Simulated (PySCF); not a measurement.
**Identify the compound**

An unknown has the formula C2H5NO. Its calculated NMR data are:

$^{1}$H NMR (300 MHz, computed): δ 8.21 (d, J = 1.7 Hz, 1H), 4.24 (br, 1H), 2.97 (d, J = 5.8 Hz, 3H).

$^{13}$C{$^{1}$H} NMR (computed): δ 151.3 (CH), 23.6 (CH3).

A single conformation, isolated molecule, non-relativistic Hamiltonian, fast rotation and ring inversion assumed for equivalent nuclei. GIAO KT3/pcSseg-2 shieldings; PBE0-D3(BJ)/def2-SVP geometry; J: B3LYP/pcJ-1; PySCF.

Scale: $^{1}$H (σ = 31.35 ppm), $^{13}$C (σ = 181.31 ppm) vs TMS (reference shieldings calculated alike).

**Question.** Propose a structure and justify it.

**Answer.** 
Rings plus π bonds: 1 (no ring in the answer). 2 carbon signals for 2 carbons: no two carbons are equivalent. Carbon types of the structure: 1 × CH, 1 × CH3, leaving 1 H on heteroatoms. δC 151.3: amide carbonyl carbon; lone-pair donation from the attached heteroatom keeps it upfield of a ketone carbonyl. δC 23.6: methyl carbon bonded to N. δH 8.21: hydrogen on an amide carbonyl carbon. δH 4.24: hydrogen on an amide-type nitrogen; exchangeable, gas-phase position. δH 2.97: hydrogen on a methyl carbon bonded to N; its carbon carries N, an electronegative neighbour.

Structure: SMILES N(C)C=O.

OH and NH positions are those of a molecule without intermolecular hydrogen bonds; in solution they move with solvent, concentration and temperature, and exchange usually removes their couplings. Amide-type NH protons are broadened by 14N but still split neighbouring CH signals. Splittings below 1 Hz are ignored in the labels, and close J values are merged. Shifts are as computed, not scaled to solution data. Of 1211 compounds with measured shifts, 218 miss one by over three times the rms of a fit or turn the order of signals round; such compounds aren't used in these exercises. Hydrogen bonding in solution deshields acid and N–H amide carbonyl carbons by as much as 10 ppm beyond these values. 3J across rotatable bonds or in flexible rings reflects this conformer alone.
